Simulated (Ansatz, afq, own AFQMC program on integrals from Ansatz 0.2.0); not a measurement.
## HfB⁺, septet: AFQMC among the cluster methods

```xyz
2

Hf    0.0000    0.0000    0.0000
B     0.0000    0.0000    2.1360
```

Basis def2-SVP with its core potentials. Only valence electrons are correlated. AFQMC by an in-house program on the Cholesky factors that Ansatz 0.2.0 writes for its CCSD(T) run. The CISD trial takes its coefficients from CCSD amplitudes. Released means that phaseless walkers are propagated on without the constraint, phases kept. Error bars are statistical, one sigma. No spin–orbit coupling. The metal's outer-core s and p shells are frozen, which shifts wave-function levels against functionals.

Determinant: UHF, the one that the program's search chose, which needn't be the lowest solution. The geometry is a PBE0/def2-TZVP stationary point of this or a neighbouring charge and spin state.

No full CI on the walks' own integrals is used here; CCSDT(Q) serves as the reference and is uncertain by about the last step of the cluster series.

Cautions: no spin-orbit coupling; outer-core shells of the metal frozen; lower spins were not checked; higher spins were not checked; the released energies have errors that jump between times, so the bars are unsure, so no released level is given (meV from the phaseless value at times in 1/Eh: -7.8 ± 1.4 at 0.60, -10 ± 4 at 1.20, -17 ± 5 at 2.00, 5 ± 22 at 3.00, -26 ± 3 at 4.20), though the last usable value meets CCSDT(Q) within the noise.

- T1 diagnostic: 0.0279
- weight of the determinant in the CISD state: 0.945
- ⟨S²⟩ of the determinant: 12.003
- size of the correlated space: 6 electrons in 41 orbitals

Reference: CCSDT(Q), correlation energy -1.495 eV.

```csv
level,E − E(reference) (meV),share of correlation (%)
HF,1494.6,0.00
MP2,405.5,72.87
CCSD,62.2,95.84
CCSD(T),16.3,98.91
CCSDT,0.8,99.95
ph-AFQMC/CISD,25.5 ± 0.8,98.30
```

A walk keeps the symmetry of its determinant, which the program's search chose and which needn't be the lowest solution, so a lower state of the same spin and another symmetry isn't excluded.
